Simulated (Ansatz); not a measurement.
**NaC (quartet): wave-function methods side by side, aug-cc-pVDZ**

An exercise on one series of results from a longer session: the logs are not shown, and one member is left open.

The runs use Ansatz 0.2.0, Gaussian basis; aug-cc-pVDZ, core rule «outside noble gas», up to 6 orbitals frozen.

The runs, in order: UHF; CCSD(T) on ROHF; CCSD(T) on UHF; BCCD(T) on ROHF; CISD; CCSDT(Q) on ROHF; CCSDT(Q) on UHF; Full CI.

30 further runs of the same task are left out: 13 for a known fault of the program, 4 that didn't finish, 13 set aside as unsound or not needed.

## The system

The geometry is a PBE0/def2-TZVP stationary point (not a proven minimum) of the parent state, kept for this charge and spin.

2 atoms, charge 0, spin multiplicity 4.

Atoms are counted from 1 here; the program's logs count them from 0.

Bond lengths: C1–Na2 2.281 Å.

Set-up of the first run:

in.yaml

```yaml
crystal:
  periodic: [false, false, false]
  atoms:
    - {symbol: C, position_ang: [0.000000, 0.000000, 0.000000]}
    - {symbol: Na, position_ang: [0.000000, 0.000000, 2.280800]}
basis:
  gaussian: {orbitals: aug-cc-pVDZ}
magnetization: {spin_polarized: true, initial_magnetization: 3}
hamiltonian: {xc: hf}
output: {orbitals: {seedname: orbitals}}
```

Run with:

```bash
> ansatz run in.yaml --threads 1 --pin off --events-out ev --progress --plain --max-ram 2393MiB
```

Among the steps run: UHF; CCSD(T) on ROHF; CCSD(T) on UHF; BCCD(T) on ROHF; CISD; CCSDT(Q) on ROHF; CCSDT(Q) on UHF; Full CI.

One of the session's tables, all rows but one given; the rest of the session is left out.

It belongs to the step «Misses and costs». 

```
   method  from FCI (kcal/mol)
     ROHF               +63.10
      UHF               +62.19
     RMP2               +14.15
     UMP2               +13.73
     CISD                +2.48
    RCCSD                +2.14
    UCCSD                +2.10
 RCCSD(T)                +0.48
 UCCSD(T)                +0.45
  BCCD(T)                +0.49
   RCCSDT                    ?
   UCCSDT                +0.05
RCCSDT(Q)                 0.00
UCCSDT(Q)                -0.04
      FCI                    0
```

**Question.** Estimate the row for RCCSDT.

The run gave: from FCI (kcal/mol): +0.08. In the column «from FCI (kcal/mol)» it lies between UCCSDT (+0.05) and UCCSD(T) (+0.45).

Caveats from the session: Levels on UHF freeze UHF's core orbitals, full CI those of ROHF, so the U rows can settle a little off it for that reason alone. Restricted and unrestricted rows rest on different reference determinants; where their highest levels disagree by more than a few hundredths of an eV, they describe different states and don't form one ladder.
